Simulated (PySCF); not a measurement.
# PH2F2−, a complex of two parts: interaction energy

What interaction energy should one expect for `FP` with `[F-]`?

Programs: PySCF 2.14.0. All values are calculated, for the isolated system unless a continuum is named. Atoms count from 0, parts from 1.

## 1. Starting point

5 atoms, charge -1, multiplicity 1; geometry: GFN2-xTB. Parts: 1 = atoms 0–3, `FP`, charge 0; 2 = atom 4, `[F-]`, charge -1.

## 2. Relaxing the molecule at PBE0-D3(BJ)/def2-SVPD

Job settings and geometry (Å):

```
{"job": {"xc": "PBE0", "basis": "def2-SVPD", "d3": "d3bj", "grid": 2, "kind": "geom", "shake": 0.01}, "charge": -1, "multiplicity": 1, "parts": [{"atoms": "0-3", "charge": 0, "multiplicity": 1}, {"atoms": "4-4", "charge": -1, "multiplicity": 1}]}
F      1.326411     0.013687    -0.249917
P     -0.221091    -0.365856     0.676023
H     -0.546291    -1.138417    -0.447433
H     -0.662387     0.828539     0.124445
F     -1.968316    -0.649575     1.118009
```

Command:

```console
$ OMP_NUM_THREADS=1 python cluster_run.py task.json out
```

This one command runs all jobs of the session in turn.

**Question.** The jobs that follow are: CCSD(T)/aug-cc-pVDZ and MP2/aug-cc-pVTZ counterpoise interaction energy, frozen core, gas phase. Predict: point group; rotational constants (main isotopes); interaction energy, CCSD(T) limit estimate; MP2/aug-cc-pVTZ; T1 diagnostic.

**Answer**, as computed:

| quantity | value |
| --- | --- |
| point group | C2v |
| rotational constants (main isotopes) | 116.30, 3.84, 3.84 GHz |
| interaction energy, CCSD(T) limit estimate | -56.81 kcal/mol |
| MP2/aug-cc-pVTZ | -56.47 kcal/mol |
| T1 diagnostic | 0.0170 |

Over 4 steps the energy fell by 0.056 eV; of the close pairs, P1–H3 changed most, 1.388 to 1.426 Å. The interaction energy leaves out the deformation of the parts, 14.74 kcal/mol at MP2. So large a deformation means that a part is far from its own minimum, so a sum across the two methods would be rough. The estimate adds CCSD(T) less MP2 in the small basis (+0.71 kcal/mol) to extrapolated MP2. Hartree-Fock gives -56.03 against -56.81 kcal/mol.
